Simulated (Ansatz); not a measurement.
System: 2H MoS2. Method: PBEsol (Ansatz, a program for electronic structure, plane waves, PAW).

Settings: plane-wave cutoff 520 eV, 12×12×4 k mesh (along the axes of the cell as run), perturbation theory, force constants from a 6×6×2 q mesh, no spin polarisation, scalar-relativistic PAW data made under PBE.

Computed at the level's own relaxed cell.

```
CELL_PARAMETERS angstrom
      3.14137     0.00000     0.00000
     -1.57068     2.72050     0.00000
      0.00000     0.00000    12.57896
ATOMIC_POSITIONS crystal
  Mo 0.66667 0.33333 0.75000
  Mo 0.33333 0.66667 0.25000
  S  0.66667 0.33333 0.37394
  S  0.33333 0.66667 0.87394
  S  0.33333 0.66667 0.62606
  S  0.66667 0.33333 0.12606
```

Harmonic phonon frequencies (cm⁻¹; i marks an imaginary mode; at Γ without the LO shift):

```tsv
q point	frequencies
Γ	0 0 0 25 25 34 285 285 286 286 385 385 385 385 405 407 468 470
A	18 18 18 18 25 25 285 285 285 285 385 385 385 385 406 406 470 470
K	182 182 186 186 234 235 324 324 336 337 337 337 374 374 381 382 395 395
```

No imaginary mode appears at these points.

Note: the cell comes from a level without a dispersion term, which matters for the spacing of layers, chains or molecules; the cell has widely spaced layers and the level no dispersion term, so their spacing and the moduli can rest on weak binding.
